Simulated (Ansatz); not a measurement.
Ideal-gas functions of FH4NSi, SMILES `N[SiH2]F` at 298.15 K and 1 bar, from an Ansatz frequency run at PBE0-D4/def2-TZVP.

Molar mass 65.12 g/mol, point group Cs (symmetry number 1), electronic degeneracy 1, moments of inertia 21.262, 74.053, 86.305 u Å². Harmonic wavenumbers (cm⁻¹, unscaled): 266, 295, 381, 561, 801, 829, 899, 904, 941, 963, 1585, 2260, 2265, 3616, 3711.

Use S(trans) = R[1.5 ln M + 2.5 ln T − 1.1517]; rotational temperatures θ = 24.2544 K / I; S(rot) = R[ln(√π/σ · √(T³/θAθBθC)) + 1.5]; for each mode x = 1.438777 ν̃/T, S = R[x/(eˣ − 1) − ln(1 − e⁻ˣ)] and H = RT x/(eˣ − 1); 1 cm⁻¹ = 0.0119627 kJ/mol; R = 8.31446 J/(mol·K).

Q: By hand: the entropy, in J/(mol·K).

A: Translation 160.9. Rotation: θ = 1.1407, 0.3275, 0.281 K, giving 97.7. Vibration, mode by mode: 6.79, 6.05, 4.33, 2.18, 0.86, 0.77, 0.59, 0.58, 0.50, 0.45, 0.03, 0.00, 0.00, 0.00, 0.00, in all 23.1. Electronic 0.0. Sum 281.7 J/(mol·K).

Q: By hand: H − E and G − E in kJ/mol, counted from the electronic energy.

A: Zero-point energy ½ × 20277 × 0.0119627 = 121.3; thermal vibration 4.6; translation, rotation and pV give 4 RT = 9.9. H − E = 135.8 kJ/mol, and G − E = 135.8 − 298.15 × 281.7/1000 = 51.8 kJ/mol.

Vibration gives 8 % of the entropy. The sum counts one conformer and one mirror image; others add a mixing term.
